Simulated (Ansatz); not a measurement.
CH2N2 (cyanamide): from two basis sets to a third

CH2N2: 5 atoms, total charge 0, spin state singlet. SMILES: `N#CN`. The shape is that of a PBE0-D4/def2-TZVP optimisation.

MP2 correlation energies, 3 core orbitals frozen (Ansatz 0.2.0):

| basis | X | correlation energy (Eh) |
| --- | --- | --- |
| cc-pV(D+d)Z | 2 | -0.445839 |
| cc-pV(T+d)Z | 3 | -0.549363 |
| cc-pV(Q+d)Z | 4 | ? |

**Question.** Take E(X) = E∞ + A/X³, fix the two constants on the known rows and predict the third.

**Answer.** 
1. A = (-0.445839 − (-0.549363))/(1/8 − 1/27) = 1.17690 Eh.
2. E∞ = -0.549363 − 1.17690/27 = -0.592952 Eh.
3. X = 4: -0.592952 + 1.17690/64 = -0.574563 Eh.

The run gave -0.586634 Eh, so the prediction is off by +12.1 mEh, 32 % of the last step. The small sets lie short of the range where X⁻³ holds, so the true step is larger than predicted.
